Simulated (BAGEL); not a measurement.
# doublet C3H3F+ at 3 levels

We compute a comparison of 3 runs (UHF/3-21G, ROHF/6-31G*, UHF/6-31G*) of doublet C3H3F+. 

Program for the calculation: BAGEL 1.2.2.

**1. The molecule**

C3H3F+: 7 atoms, total charge +1, spin state doublet. As SMILES of the parent species, `C=C[C]F`. The shape is that of a GFN2-xTB optimisation. That shape belongs to the parent species and isn't relaxed for this state.

Bond lengths: C1–C2 1.381 Å, C2–C3 1.354 Å, C3–F4 1.321 Å, C1–H5 1.074 Å, C1–H6 1.074 Å, C2–H7 1.081 Å. Angles: C1–C2–C3 125.0°, C2–C3–F4 129.5°, C1–C2–H7 119.1°, C3–C2–H7 115.9°, C2–C1–H5 121.2°, C2–C1–H6 120.2°, H5–C1–H6 118.6°.

**2. A single-point energy at UHF/3-21G (density fitting with qzvpp-jkfit) (run 1)**

Contents of job.json:

```json
{ "bagel": [

{
  "title": "molecule",
  "basis": "3-21g",
  "df_basis": "qzvpp-jkfit",
  "angstrom": true,
  "geometry": [
    { "atom": "C", "xyz": [   -0.055490,    0.877360,   -0.361910 ] },
    { "atom": "C", "xyz": [    0.214470,   -0.103660,    0.571450 ] },
    { "atom": "C", "xyz": [    0.010420,   -1.429420,    0.386220 ] },
    { "atom": "F", "xyz": [   -0.467430,   -2.066430,   -0.667960 ] },
    { "atom": "H", "xyz": [   -0.459790,    0.631190,   -1.326290 ] },
    { "atom": "H", "xyz": [    0.137690,    1.908930,   -0.133130 ] },
    { "atom": "H", "xyz": [    0.620120,    0.182030,    1.531620 ] }
  ]
},
{
  "title": "uhf",
  "charge": 1,
  "nopen": 1
},
{
  "title": "print",
  "file": "orbitals.molden",
  "orbitals": true
}

]}
```

Launch:

```console
$ BAGEL_NUM_THREADS=1 BAGEL job.json > job.out
```

The program printed:

```text
* using 1 threads per process

  ===============================================================
  ===============================================================

  *** Geometry ***

  { "atom" : "C", "xyz" : [     -0.104861,      1.657970,     -0.683911 ] },
  { "atom" : "C", "xyz" : [      0.405290,     -0.195889,      1.079884 ] },
  { "atom" : "C", "xyz" : [      0.019691,     -2.701212,      0.729850 ] },
  { "atom" : "F", "xyz" : [     -0.883315,     -3.904987,     -1.262261 ] },
  { "atom" : "H", "xyz" : [     -0.868877,      1.192776,     -2.506325 ] },
  { "atom" : "H", "xyz" : [      0.260196,      3.607355,     -0.251579 ] },
  { "atom" : "H", "xyz" : [      1.171857,      0.343987,      2.894342 ] },

  Number of auxiliary basis functions:      356

  Since a DF basis is specified, we compute 2- and 3-index integrals:
    o Being stored without compression. Storage requirement is 0.005 GB

  Number of basis functions:       42
  Number of electrons      :       30

    * METHOD: MOLECULE                             0.22

  *** Open-shell HF ***

  === Nuclear Repulsion ===
   100.6677660901

      * DIIS with orbital gradients will be used.

  === UHF iteration (3-21g) ===
      0       -213.06641377          0.04991741           0.07
      1       -213.16146881          0.03239845           0.06
      2       -213.18422838          0.02211366           0.06
      3       -213.19870634          0.00271819           0.06
      4       -213.20026470          0.00105945           0.07
      5       -213.20073358          0.00045002           0.06
      6       -213.20113116          0.00022598           0.06
      7       -213.20137914          0.00016440           0.06
      8       -213.20160143          0.00016297           0.06
      9       -213.20197784          0.00017555           0.07
     10       -213.20177571          0.00018977           0.06
     11       -213.20226911          0.00013909           0.06
     12       -213.20231156          0.00006585           0.07
     13       -213.20246575          0.00013806           0.06
     14       -213.20250102          0.00008845           0.07
     15       -213.20251716          0.00008512           0.07
     16       -213.20251443          0.00007345           0.06
     17       -213.20251794          0.00005621           0.07
     18       -213.20252175          0.00001291           0.06
     19       -213.20252177          0.00000587           0.06
     20       -213.20252204          0.00000226           0.06
     21       -213.20252207          0.00000058           0.07
     22       -213.20252207          0.00000033           0.06
     23       -213.20252207          0.00000020           0.07
     24       -213.20252207          0.00000008           0.07
     25       -213.20252207          0.00000002           0.07
     26       -213.20252207          0.00000002           0.06
     27       -213.20252207          0.00000001           0.06
     28       -213.20252207          0.00000001           0.06
     29       -213.20252207          0.00000001           0.06
     30       -213.20252207          0.00000001           0.06
    * SCF iteration converged.

    * S^2 (UHF) is 0.9140

    * Permanent dipole moment:
           (   -0.286684,    -1.463803,    -0.360153) a.u.

    * METHOD: UHF                                  2.16

    * METHOD: PRINT                                0.00

  ===============================================================
```

It took 2.9 s on 1 thread of Intel Xeon at 2.50GHz (Skylake/Cascade Lake), shared host.

**3. The energy at ROHF/6-31G(d) (density fitting with qzvpp-jkfit, spherical functions) (run 2)**

Contents of input.json:

```json
{ "bagel" : [

{
  "title" : "molecule",
  "basis" : "6-31gs.json",
  "df_basis" : "qzvpp-jkfit",
  "angstrom" : "true",
  "geometry" : [
    { "atom" : "C", "xyz" : [      -0.055490,       0.877360,      -0.361910 ] },
    { "atom" : "C", "xyz" : [       0.214470,      -0.103660,       0.571450 ] },
    { "atom" : "C", "xyz" : [       0.010420,      -1.429420,       0.386220 ] },
    { "atom" : "F", "xyz" : [      -0.467430,      -2.066430,      -0.667960 ] },
    { "atom" : "H", "xyz" : [      -0.459790,       0.631190,      -1.326290 ] },
    { "atom" : "H", "xyz" : [       0.137690,       1.908930,      -0.133130 ] },
    { "atom" : "H", "xyz" : [       0.620120,       0.182030,       1.531620 ] }
  ]
},

{
  "title" : "rohf",
  "charge" : 1,
  "nopen" : 1
},

{
  "title" : "print",
  "file" : "orbitals.molden",
  "orbitals" : "true"
}

]}
```

The basis set 6-31G* is read from a file made from the Basis Set Exchange's data (not shown).

Launch:

```console
$ BAGEL_NUM_THREADS=1 BAGEL input.json > input.out
```

The program printed:

```text
* using 1 threads per process

  ===============================================================
  ===============================================================

  *** Geometry ***

  { "atom" : "C", "xyz" : [     -0.104861,      1.657970,     -0.683911 ] },
  { "atom" : "C", "xyz" : [      0.405290,     -0.195889,      1.079884 ] },
  { "atom" : "C", "xyz" : [      0.019691,     -2.701212,      0.729850 ] },
  { "atom" : "F", "xyz" : [     -0.883315,     -3.904987,     -1.262261 ] },
  { "atom" : "H", "xyz" : [     -0.868877,      1.192776,     -2.506325 ] },
  { "atom" : "H", "xyz" : [      0.260196,      3.607355,     -0.251579 ] },
  { "atom" : "H", "xyz" : [      1.171857,      0.343987,      2.894342 ] },

  Number of auxiliary basis functions:      356

  Since a DF basis is specified, we compute 2- and 3-index integrals:
    o Being stored without compression. Storage requirement is 0.011 GB

  Number of basis functions:       62
  Number of electrons      :       30

    * METHOD: MOLECULE                             0.31

  *** Open-shell HF ***

  === Nuclear Repulsion ===
   100.6677660901

      * DIIS with orbital gradients will be used.

  === ROHF iteration (6-31gs.json) ===
      0       -214.21711834          0.04269927           0.08
      1       -214.31880939          0.02903251           0.09
      2       -214.34906720          0.02009375           0.10
      3       -214.37446979          0.00236892           0.09
      4       -214.37572115          0.00087270           0.11
      5       -214.37602312          0.00036169           0.09
      6       -214.37608825          0.00008970           0.10
      7       -214.37611122          0.00003548           0.12
      8       -214.37611336          0.00001240           0.12
      9       -214.37611402          0.00000497           0.12
     10       -214.37611352          0.00000184           0.11
     11       -214.37611352          0.00000084           0.11
     12       -214.37611344          0.00000034           0.12
     13       -214.37611344          0.00000018           0.11
     14       -214.37611343          0.00000010           0.11
     15       -214.37611343          0.00000006           0.08
     16       -214.37611343          0.00000003           0.08
     17       -214.37611344          0.00000002           0.10
     18       -214.37611344          0.00000001           0.09
    * SCF iteration converged.

    * S^2 (ROHF) is 0.7500

    * Permanent dipole moment:
           (   -0.237143,    -1.313261,    -0.272221) a.u.

    * METHOD: ROHF                                 2.17

    * METHOD: PRINT                                0.01

  ===============================================================
```

Wall time 3 s (1 thread of Intel Xeon at 2.50GHz (Skylake/Cascade Lake), shared host).

**4. The energy at UHF/6-31G(d) (density fitting with qzvpp-jkfit, spherical functions) (run 3)**

Contents of input.json:

```json
{ "bagel": [

{
  "title": "molecule",
  "basis": "6-31gs.json",
  "df_basis": "qzvpp-jkfit",
  "angstrom": true,
  "geometry": [
    { "atom": "C", "xyz": [      -0.055490,       0.877360,      -0.361910 ] },
    { "atom": "C", "xyz": [       0.214470,      -0.103660,       0.571450 ] },
    { "atom": "C", "xyz": [       0.010420,      -1.429420,       0.386220 ] },
    { "atom": "F", "xyz": [      -0.467430,      -2.066430,      -0.667960 ] },
    { "atom": "H", "xyz": [      -0.459790,       0.631190,      -1.326290 ] },
    { "atom": "H", "xyz": [       0.137690,       1.908930,      -0.133130 ] },
    { "atom": "H", "xyz": [       0.620120,       0.182030,       1.531620 ] }
  ]
},

{
  "title": "uhf",
  "charge": 1,
  "nopen": 1
},

{
  "title": "print",
  "file": "orbitals.molden",
  "orbitals": true
}

]}
```

The basis set 6-31G* is read from a file made from the Basis Set Exchange's data (not shown).

Launch:

```console
$ BAGEL_NUM_THREADS=1 BAGEL input.json > input.out
```

The program printed:

```text
* using 1 threads per process

  ===============================================================
  ===============================================================

  *** Geometry ***

  { "atom" : "C", "xyz" : [     -0.104861,      1.657970,     -0.683911 ] },
  { "atom" : "C", "xyz" : [      0.405290,     -0.195889,      1.079884 ] },
  { "atom" : "C", "xyz" : [      0.019691,     -2.701212,      0.729850 ] },
  { "atom" : "F", "xyz" : [     -0.883315,     -3.904987,     -1.262261 ] },
  { "atom" : "H", "xyz" : [     -0.868877,      1.192776,     -2.506325 ] },
  { "atom" : "H", "xyz" : [      0.260196,      3.607355,     -0.251579 ] },
  { "atom" : "H", "xyz" : [      1.171857,      0.343987,      2.894342 ] },

  Number of auxiliary basis functions:      356

  Since a DF basis is specified, we compute 2- and 3-index integrals:
    o Being stored without compression. Storage requirement is 0.011 GB

  Number of basis functions:       62
  Number of electrons      :       30

    * METHOD: MOLECULE                             0.29

  *** Open-shell HF ***

  === Nuclear Repulsion ===
   100.6677660901

      * DIIS with orbital gradients will be used.

  === UHF iteration (6-31gs.json) ===
      0       -214.21711834          0.04269927           0.09
      1       -214.32324528          0.02873944           0.09
      2       -214.35361235          0.01966116           0.08
      3       -214.37739016          0.00221555           0.08
      4       -214.37906342          0.00088015           0.10
      5       -214.37953340          0.00041051           0.10
      6       -214.38000193          0.00017670           0.10
      7       -214.38029496          0.00013201           0.09
      8       -214.38060395          0.00013253           0.10
      9       -214.38094687          0.00014212           0.09
     10       -214.38016574          0.00017755           0.09
     11       -214.38151594          0.00020213           0.09
     12       -214.38124077          0.00019337           0.10
     13       -214.38091706          0.00024562           0.11
     14       -214.38244545          0.00067457           0.10
     15       -214.38247956          0.00054232           0.10
     16       -214.38225809          0.00006535           0.09
     17       -214.38249574          0.00012579           0.09
     18       -214.38249492          0.00007545           0.08
     19       -214.38250458          0.00003880           0.08
     20       -214.38250863          0.00001416           0.09
     21       -214.38250912          0.00000547           0.08
     22       -214.38250898          0.00000621           0.08
     23       -214.38250903          0.00000563           0.11
     24       -214.38250919          0.00000489           0.08
     25       -214.38250945          0.00000305           0.09
     26       -214.38250959          0.00000109           0.08
     27       -214.38250961          0.00000031           0.09
     28       -214.38250961          0.00000010           0.10
     29       -214.38250961          0.00000006           0.09
     30       -214.38250961          0.00000004           0.09
     31       -214.38250961          0.00000002           0.09
     32       -214.38250961          0.00000001           0.10
     33       -214.38250961          0.00000001           0.12
    * SCF iteration converged.

    * S^2 (UHF) is 0.9956

    * Permanent dipole moment:
           (   -0.281899,    -1.386166,    -0.367575) a.u.

    * METHOD: UHF                                  3.36

    * METHOD: PRINT                                0.01

  ===============================================================
```

Wall time 4.2 s (1 thread of Intel Xeon at 2.50GHz (Skylake/Cascade Lake), shared host).

**5. All runs side by side**

```csv
run,level,energy (Eh),⟨S²⟩,wall time
1,UHF/3-21G (density fitting with qzvpp-jkfit),-213.202522,0.914,2.9 s
2,"ROHF/6-31G* (density fitting with qzvpp-jkfit, spherical functions)",-214.376113,0.750,3 s
3,"UHF/6-31G* (density fitting with qzvpp-jkfit, spherical functions)",-214.382510,0.996,4.2 s
```

**6. What came out**

| quantity | value |
| --- | --- |
| run 3: total energy | -214.38251 Eh |
| run 3: ⟨S²⟩ | 0.996 |

Spin contamination of the reference: run 3 ⟨S²⟩ = 1.00, run 1 ⟨S²⟩ = 0.91. All runs together took 10 s, the longest 4.2 s.
